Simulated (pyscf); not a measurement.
Structures and frequencies: ωB97X-D3(BJ)/def2-SVP in PySCF. Correlated levels are frozen-core, on RHF or UHF. ΔMP2 is the change of the MP2 total energy from the triple- to the quadruple-zeta basis.

Task: Estimate the classical barrier height and the reaction energy of H₃C–CH₃ (SMILES CC) + InH (SMILES [InH]) [singlet] -> H₃C–CH₂–InH₂ (SMILES C[CH2][InH2]) at CCSD(T)/def2-TZVPP + ΔMP2(QZVPP). The step runs on the singlet surface, breaks C–H and forms C–In, H–In; take the separated reactants as zero.

Result: ΔE‡ = 59.4 kcal/mol, ΔE = +9.4 kcal/mol. Zero-point energy shifts the barrier by -2.3 kcal/mol. It is an insertion, with an imaginary mode of 1081i cm⁻¹. On the reactant side the descent ends in a complex (not fully relaxed), 4.2 kcal/mol under the separated species and 67.8 kcal/mol under the saddle at ωB97X-D3(BJ)/def2-TZVP. At ωB97X-D3(BJ)/def2-TZVP the barrier from the zero used here is 63.6 kcal/mol. H₃C–CH₂–InH₂ lies 8.3 kcal/mol over its isomer H₃C–InH–CH₃ (electronic energy, ωB97M-D3(BJ)/def2-TZVP). One saddle was located; it need not be the lowest between these sides. The CCSD(T) − MP2 part came from Ansatz, without density fitting, on the same reference. The frozen core leaves the outer d or s,p core shells of the metals and heavy elements correlated in the MP2 and CC values, and def2-TZVPP describes them poorly, which can shift differences by a few kcal/mol. Elements past Kr carry the def2 core potentials, without spin-orbit coupling.
